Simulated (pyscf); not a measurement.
H₂N–NH–Al (SMILES N[NH][Al]) [singlet] + H₂ (SMILES [H][H]) -> H₂N–NH₂ (SMILES NN) + AlH (SMILES [AlH]) [singlet], a four-centre exchange (singlet surface; Al–N, H–H broken, H–N, Al–H formed). PySCF, gas phase, ωB97X-D3(BJ)/def2-SVP geometries. Energies in kcal/mol from the separated reactants.

Small-basis levels: PySCF, no dispersion term, spherical d functions. 

Q: Quick SVWN5/6-31G* single points give ΔE‡ = 20.7 kcal/mol and ΔE = +33.7 kcal/mol. What does ωB97M-D3(BJ)/def2-TZVP give, and how far is the quick result from it?

A: ωB97M-D3(BJ)/def2-TZVP gives ΔE‡ = 32.2 kcal/mol and ΔE = +26.3 kcal/mol. SVWN5/6-31G* lies 11.5 kcal/mol under it in the barrier and 7.4 kcal/mol over it in the reaction energy, so on this step it does not hold to within 3.0 kcal/mol. At SVWN5/6-31G* this geometry lies under one side, so its ΔE‡ may be no barrier of that level. ωB97M-D3(BJ)/def2-TZVP has limits of its own. On the product side the descent ends in an adduct with a Al–N contact (not fully relaxed), 19.7 kcal/mol under the separated species and 24.3 kcal/mol under the saddle at ωB97X-D3(BJ)/def2-TZVP. What is counted as broken (Al–N) persists as a longer contact in the product adduct; parting that adduct is a step of its own. At the saddle there is also a short Al–H contact that neither side keeps. H₂N–NH–Al [singlet] is closed by a dative Al–N contact. H₂N–NH–Al [singlet] lies 9.2 kcal/mol over its isomer HN=Al–NH₂ (electronic energy, ωB97M-D3(BJ)/def2-TZVP). This is the saddle that the search found; another between the same sides may lie lower.
